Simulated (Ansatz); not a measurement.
**C4H6FN: an energy map over two coordinates**

A grid of calculations on C₄H₆FN, SMILES C=NC=CCF, to see where the energy is lowest and how it rises around there.

Program: Ansatz 0.2.0. Level of theory: RKS PBE0-D4/def2-SVP. These are calculated values, not measurements.

**1. Where the work starts**

SMILES `C=NC=CCF`, 12 atoms, charge 0, spin multiplicity 1.

Atoms are counted from 1 here; the program's logs count them from 0.

Bond lengths: C1–N2 1.284 Å, C1–H7 1.118 Å, C1–H8 1.107 Å, N2–C3 1.393 Å, C3–C4 1.352 Å, C3–H9 1.111 Å, C4–C5 1.492 Å, C4–H10 1.104 Å, C5–F6 1.384 Å, C5–H11 1.117 Å, C5–H12 1.117 Å. Angles: N2–C1–H7 123.4°, N2–C1–H8 119.4°, H7–C1–H8 117.2°, C1–N2–C3 118.1°, N2–C3–C4 120.9°, N2–C3–H9 119.4°, C4–C3–H9 119.7°, C3–C4–C5 124.3°, C3–C4–H10 118.6°, C5–C4–H10 117.2°, C4–C5–F6 112.4°, C4–C5–H11 110.2°, C4–C5–H12 110.2°, F6–C5–H11 108.7°, F6–C5–H12 108.7°, H11–C5–H12 106.4°.

As a file:

```mol
C4H6FN
  3D, bonds by distance, orders not assigned

 12 11  0  0  0  0  0  0  0  0999 V2000
   -2.4608    0.6762    0.7343 C   0  0
   -1.6750    0.1719   -0.1474 N   0  0
   -0.3145    0.1098    0.1459 C   0  0
    0.5633   -0.4172   -0.7374 C   0  0
    2.0324   -0.5219   -0.5006 C   0  0
    2.4058   -0.0096    0.7293 F   0  0
   -2.1083    1.0668    1.7213 H   0  0
   -3.5457    0.7354    0.5252 H   0  0
    0.0511    0.4992    1.1207 H   0  0
    0.1796   -0.7984   -1.6993 H   0  0
    2.5918    0.0220   -1.3004 H   0  0
    2.3573   -1.5895   -0.5575 H   0  0
  1  2  8  0
  1  7  8  0
  1  8  8  0
  2  3  8  0
  3  4  8  0
  3  9  8  0
  4  5  8  0
  4 10  8  0
  5  6  8  0
  5 11  8  0
  5 12  8  0
M  END
```

This geometry comes from a loose relaxation at PBE in a small basis, which is not shown.

**3. Plan of the scan**

First coordinate, angle C1–N2–C3 (carried through 180): 15 values from 100.1 to 259.9 °. Second coordinate, change of the bonds N2–C1, N2–C3, all alike: 15 values from −0.146 to 0.226 Å.

Nothing else is relaxed (all other coordinates rigid). Energies count from the relaxed molecule at the same level. Points are written as (first, second).

(The set-up runs are not shown.)

**4. The run at (100.1°, −0.040 Å)**

input.yaml reads:

```yaml
crystal:
  periodic: [false, false, false]
  atoms:
    - { symbol: C, position_ang: [-2.258864, 0.680552, 0.805659] }
    - { symbol: "N", position_ang: [-1.666939, 0.169231, -0.143884] }
    - { symbol: C, position_ang: [-0.400697, 0.199987, 0.322252] }
    - { symbol: C, position_ang: [0.612961, -0.278887, -0.41022] }
    - { symbol: C, position_ang: [2.032428, -0.283621, 0.027775] }
    - { symbol: F, position_ang: [2.187601, 0.261156, 1.2738] }
    - { symbol: H, position_ang: [-1.747814, 1.023435, 1.727149] }
    - { symbol: H, position_ang: [-3.347864, 0.812248, 0.756543] }
    - { symbol: H, position_ang: [-0.20686, 0.626003, 1.319615] }
    - { symbol: H, position_ang: [0.393117, -0.696744, -1.398298] }
    - { symbol: H, position_ang: [2.655724, 0.286231, -0.687577] }
    - { symbol: H, position_ang: [2.425135, -1.318259, 0.042659] }
basis:
  gaussian: { orbitals: def2-SVP }
hamiltonian:
  xc: pbe0
  dispersion: d4
output:
  forces: true
```

The run is started by

```bash
> ansatz run input.yaml --threads 1 --pin off --max-ram 2560MiB --backend cpu --events-out ev --progress --plain --runs-dir out
```

The session goes on with these runs: the other points that were computed.

Before running it: what results should come out? Wanted: lowest point; highest computed point; dipole moment; largest force on an atom.

**Answer**, as computed:

| quantity | value |
| --- | --- |
| lowest point | (122.9°, −0.013 Å), 2.6 kJ/mol |
| highest computed point | (259.9°, −0.146 Å), 711 kJ/mol above the lowest |
| dipole moment (D) | 0.13 at (100.1°, −0.066 Å) to 3.50 at (259.9°, 0.226 Å); 0.40 at the lowest point |
| largest force on an atom (eV/Å) | 1.2 at (122.9°, −0.013 Å) to 20.9 at (259.9°, −0.146 Å); 1.2 at the lowest point |
| time for the whole task | 20 min on 1 thread, shared host |

The lowest computed point is at (122.9°, −0.013 Å), 2.6 kJ/mol from the relaxed molecule at the same level. The grid is coarse, so the lowest point of the scanned range may lie between grid points; coordinates that were held can hide deeper minima. There is a further well near (237.1°, 0.013 Å) (40 kJ/mol above the lowest at that grid point). The highest computed point, (259.9°, −0.146 Å), lies 711 kJ/mol above the lowest. On the interpolated surface the easiest way out of the lowest well to the well at (237.1°, 0.013 Å) passes a barrier of about 110 kJ/mol. Round the minimum the valley is somewhat tilted: raising the first coordinate shifts the best value of the second coordinate downwards (coupling k₁₂/√(k₁₁k₂₂) about 0.2).
